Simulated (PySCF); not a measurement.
Relaxation of singlet S(OH)₂

Method: PBE0/[S def2-TZVP, O def2-TZVP, H def2-TZVP], no relativity, density fitting, PySCF. A (50,194) grid was used.

A hand-made linear (heavy-atom frame) start, of C2h symmetry, held to at least that symmetry:

Coordinates in bohr (charge 0 multiplicity 1):
```
S     0.0000    0.0000    0.0000
O     0.0000    0.0000    3.1369
O     0.0000    0.0000   -3.1369
H    -1.3897    0.0000    4.3031
H     1.3897    0.0000   -4.3031
```

Optimiser trace:
```
step  E − E(last) (kJ/mol)  largest gradient (Eh/bohr)
   0                 28.25                     0.02506
   1                  8.81                     0.01231
   2                  2.49                     0.01371
   3                  0.44                     0.00421
   4                  0.00                     0.00038
   5                  0.00                     0.00008
```

It ends at C2h with O–H 0.969 Å (×2), S–O 1.710 Å (×2); H–O–S 110.8° (×2), O–S–O 180.0°. A frequency run shows 1 imaginary mode, down to 463i cm⁻¹, so it is a saddle point. Other isomers or separated fragments may lie lower.
